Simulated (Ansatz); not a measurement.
# AlNH2 (triplet): from Hartree-Fock to the top rungs, cc-pVDZ

How much of the correlation energy of AlNH2 (triplet) does each wave-function method recover here?

The runs use Ansatz 0.2.0, Gaussian basis; cc-pVDZ, core rule «outside noble gas», up to 6 orbitals frozen.

The runs, in order: UHF; CCSD(T) on ROHF; CCSD(T) on UHF; BCCD(T) on ROHF; CISD; CCSDT(Q) on ROHF; CCSDT(Q) on UHF; CCSDTQ on ROHF.

15 further runs of the same task are left out: 12 for a known fault of the program, 3 set aside as unsound or not needed.

### Step 1. The system

The geometry is a PBE0/def2-TZVP stationary point (not a proven minimum).

4 atoms, charge 0, spin multiplicity 3.

Atoms are counted from 1 here; the program's logs count them from 0.

Bond lengths: Al1–N2 1.771 Å, N2–H3 1.007 Å, N2–H4 1.007 Å. Angles: Al1–N2–H3 124.1°, Al1–N2–H4 124.1°, H3–N2–H4 111.7°.

### Step 2. UHF

The input, in.yaml:

```yaml
crystal:
  periodic: [false, false, false]
  atoms:
    - {symbol: Al, position_ang: [0.000000, 0.000000, 0.686473]}
    - {symbol: N, position_ang: [0.000000, 0.000000, -1.084932]}
    - {symbol: H, position_ang: [0.000000, 0.833405, -1.649784]}
    - {symbol: H, position_ang: [0.000000, -0.833405, -1.649784]}
basis:
  gaussian: {orbitals: cc-pVDZ}
magnetization: {spin_polarized: true, initial_magnetization: 2}
hamiltonian: {xc: hf}
output: {orbitals: {seedname: orbitals}}
```

Launch:

```
$ ansatz run in.yaml --threads 1 --pin off --events-out ev --progress --plain --max-ram 4096MiB --backend cpu
```

After this run come: CCSD(T) on ROHF; CCSD(T) on UHF; BCCD(T) on ROHF; CISD; CCSDT(Q) on ROHF; CCSDT(Q) on UHF; CCSDTQ on ROHF.

Before running them: what should the planned runs give, taken together? Wanted: RCCSDTQ below the RHF energy; RMP2 from RCCSDTQ; UMP2 from RCCSDTQ; RCCSD from RCCSDTQ; RCCSD(T) from RCCSDTQ; UCCSD(T) from RCCSDTQ; RCCSDT(Q) from RCCSDTQ; UCCSDT(Q) from RCCSDTQ; T1 diagnostic.

As calculated:

```
                         quantity                                                              value
     RCCSDTQ below the RHF energy                                                         -6.1809 eV
                RMP2 from RCCSDTQ                                                         +632.1 meV
                UMP2 from RCCSDTQ                                                         +619.2 meV
               RCCSD from RCCSDTQ                                                         +196.8 meV
            RCCSD(T) from RCCSDTQ                                                          +31.2 meV
            UCCSD(T) from RCCSDTQ                                                          +30.5 meV
           RCCSDT(Q) from RCCSDTQ                                                           -0.6 meV
           UCCSDT(Q) from RCCSDTQ                                                           -2.9 meV
levels within 1 kcal/mol (43 meV)  RCCSD(T), UCCSD(T), BCCD(T), RCCSDT, UCCSDT, RCCSDT(Q), UCCSDT(Q)
                    T1 diagnostic                                                              0.024
```

RCCSD(T) misses by +31.2 meV, 0.5 % of the correlation energy. These misses are within one basis, not against nature; the frozen cores of restricted and unrestricted runs differ, which can shift their rows.
